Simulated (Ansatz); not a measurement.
## Two structures, one formula

Two relaxed structures of C₂H₂S, singlet (PBE0-D4/def2-TZVP; forces vanish, vibrations not checked).

A:

```xyz
5
angstrom
C -0.5063 -0.3821 -0.1495
C 0.3263 0.5633 0.0300
S 1.0075 -1.0138 0.6687
H -1.4499 -0.7606 -0.4979
H 0.6224 1.5932 -0.0513
```

B:

C1  (-0.449, -0.371, -0.205)
C2  (0.401, 0.790, 0.171)
S3  (0.939, -0.864, 0.623)
H4  (0.063, 1.435, 0.979)
H5  (0.962, 1.293, -0.612)
(Å)

Computed with Ansatz 0.2.0 (basis: def2-TZVPP); correlated methods freeze the cores. B3LYP uses VWN-RPA correlation.

Question: Which structure is lower at CCSD(T), and by how much? (An estimate is asked for; the value comes from the calculation.)

Answer: The calculation gives: A, by 0.461 eV (electronic energy, against the other). By their contacts, A is C₂H₂S (C1=CS1) and B is C₂H₂S ([C]1[CH2][S]1).

All methods give the same order:

```csv
method,E(B) − E(A) (eV)
PBE-D4,0.492
r2SCAN-D4,0.443
PBE0-D4,0.523
B3LYP-D4,0.548
wB97M-V,0.527
HF,0.432
MP2,0.631
CCSD,0.491
CCSD(T),0.461
```

T1 diagnostic: at most 0.026. The T1 diagnostic is large here, which may signal multireference character or strong orbital relaxation, so CCSD(T) is less sure. The restricted Hartree–Fock reference is unstable towards an unrestricted one at one or more of these structures.

Labels in which every atom is bracketed show which atoms are joined, not bond orders.

For scale, one of the runs: CCSD(T)/def2-TZVPP, 132 basis functions, launched by `ansatz run in.yaml --threads 2 --pin off --events-out ev --progress --plain --max-ram 4352MiB`. Hardware: 2 CPU threads of an Arm Neoverse V2, shared host. Wall time 6.5 s; peak host memory 0.64 GiB.
